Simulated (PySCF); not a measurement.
Continuum solvent and chemical shifts

Atom-mapped SMILES (the numbers label the heavy atoms): `[O:1]=[P:2]([OH:3])([OH:4])[OH:5]`. Each H is labelled by its parent atom.

GIAO PBE0/pcSseg-1 in PySCF 2.14.0 with density-fitted response routines on one PBE0-D3(BJ)/def2-SVP conformer, non-relativistic, equivalent nuclei averaged. Solvents enter as an IEF-PCM continuum (benzene with ε = 2.3, acetonitrile with ε = 35.7) around the gas-phase geometry. Shifts are referred to PH3, TMS computed in the same medium.

In benzene, δ in ppm: P2 273.4, H(O3)/H(O4)/H(O5) 3.74. Dipole moment 2.62 D.

(1) How does each δ change in the more polar medium?

(2) Which nuclei move most (in ppm), and what does the model miss?

## Answers

(1) 
```csv
atoms,environment,"Δδ, acetonitrile"
P2,phosphorus bonded to 4 O,+3.4
H(O3)/H(O4)/H(O5),hydrogen on an oxygen bonded to P,+0.51
```

Changes are relative to benzene. The dipole moment becomes 2.89 D in acetonitrile.

(2) P2 (phosphorus bonded to 4 O, +3.4 ppm) in acetonitrile. A continuum only polarises the solute; specific hydrogen bonds, the anisotropy of aromatic solvents and changes of geometry or conformer are outside it.
